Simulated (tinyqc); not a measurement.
Inside a calculation. Method: coupled-perturbed Hartree-Fock on RHF in the sto-3g basis, for H3O+, spin multiplicity 1. One step of it, computed by the program tinyqc.

Problem. Response to a field: uncoupled start. Field along z; U_ai = -mu_ai / (e_a - e_i), alpha = -4 sum U_ai mu_ai.

orbital energies (hartree): MO1 -20.816333, MO2 -1.697875, MO3 -1.012317, MO4 -1.012107, MO5 -0.864308, MO6 0.012002, MO7 0.187987, MO8 0.188385

dipole integrals <a|z|i> (bohr):
```
,i1,i2,i3,i4,i5
a6,-0.021021,0.033938,0.000000,0.000246,-0.044196
a7,-0.000020,0.000058,0.000000,-0.294195,-0.000012
a8,0.000000,0.000000,0.294253,0.000000,0.000000
```

Give: uncoupled U; uncoupled polarisability.

Solution.

uncoupled U:
```
,i1,i2,i3,i4,i5
a6,0.0010,-0.0198,0.0000,-0.0002,0.0504
a7,0.0000,0.0000,0.0000,0.2451,0.0000
a8,0.0000,0.0000,-0.2451,0.0000,0.0000
```

uncoupled polarisability = 0.5886 bohr^3
